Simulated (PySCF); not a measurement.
**Level of theory and adiabatic energies of losing or gaining an electron: hydrogen peroxide**

Structure: `OO` (H2O2).

All levels share the PBE0-D3(BJ)/def2-SVP structures and the PBE0-D3(BJ)/def2-SVP thermal terms; only the single-point energies (PySCF) change. Values are adiabatic energies of losing or gaining an electron (0 K, eV).

| level | ionisation energy to the radical cation | abs. error |
| --- | --- | --- |
| HF/ma-def2-TZVP | 9.64 | 1.00 |
| PBE0-D3(BJ)/cc-pVDZ | 10.05 | 0.59 |
| OPBE/ma-def2-TZVP | 10.11 | 0.53 |
| PBE0-D3(BJ)/def2-SVP | 10.11 | 0.52 |
| PBE0-D3(BJ)/def2-SV(P) | 10.15 | 0.49 |
| M06-L/ma-def2-TZVP (grid 3) | 10.17 | 0.47 |
| PBE0-D3(BJ)/cc-pVTZ | 10.25 | 0.39 |
| TPSS-D3(BJ)/ma-def2-TZVP (grid 3) | 10.25 | 0.39 |
| PBE-D3(BJ)/ma-def2-TZVP | 10.26 | 0.37 |
| TPSSh-D3(BJ)/ma-def2-TZVP (grid 3) | 10.27 | 0.36 |
| PBE0-D3(BJ)/def2-TZVP | 10.28 | 0.35 |
| r2SCAN-D3(BJ)/ma-def2-TZVP (grid 3) | 10.28 | 0.35 |
| BLYP-D3(BJ)/ma-def2-TZVP | 10.32 | 0.32 |
| PBE0-D3(BJ)/ma-def2-TZVP | 10.32 | 0.31 |
| PBE0-D3(BJ)/def2-QZVP | 10.32 | 0.31 |
| HSE06/ma-def2-TZVP | 10.33 | 0.30 |
| PBE0-D3(BJ)/def2-QZVPPD | 10.34 | 0.30 |
| PBE0-D3(BJ)/aug-cc-pVQZ | 10.34 | 0.29 |
| PBE0-D3(BJ)/aug-cc-pVDZ | 10.35 | 0.28 |
| PBE0-D3(BJ)/jun-cc-pV(T+d)Z | 10.35 | 0.28 |
| PBE0-D3(BJ)/aug-cc-pVTZ | 10.35 | 0.28 |
| LDA/ma-def2-TZVP | 10.35 | 0.28 |
| PBE0-D3(BJ)/6-31+G* | 10.37 | 0.27 |
| PBE0-D3(BJ)/6-311++G(2d,2p) | 10.39 | 0.25 |
| PBE0-D3(BJ)/6-311+G** | 10.42 | 0.22 |
| PBE0-D3(BJ)/def2-SVPD | 10.43 | 0.21 |
| PBE0-D3(BJ)/ma-def2-SVP | 10.44 | 0.20 |
| LC-ωPBE/ma-def2-TZVP | 10.45 | 0.19 |
| PBE0-D3(BJ)/aug-pcseg-1 | 10.46 | 0.18 |
| M06/ma-def2-TZVP (grid 3) | 10.48 | 0.15 |
| ωB97X-D3(BJ)/ma-def2-TZVP | 10.50 | 0.14 |
| B3LYP-D3(BJ)/ma-def2-TZVP | 10.52 | 0.12 |
| CAM-B3LYP-D3(BJ)/ma-def2-TZVP | 10.53 | 0.11 |
| ωB97M-D3(BJ)/ma-def2-TZVP (grid 3) | 10.54 | 0.10 |
| PBE0-D3(BJ)/6-31G | 10.55 | 0.08 |
| ATcT 1.112 | 10.64 |  |

Hartree-Fock leaves out electron correlation, so its ionisation energies and electron affinities from energy differences come out too low, often by 1 eV or more.

The spread: 0.92 eV, from 9.64 to 10.55.

A small basis comes closest here by cancellation of errors.

Differences come from unrounded values, so a last digit can differ from that of the printed terms.
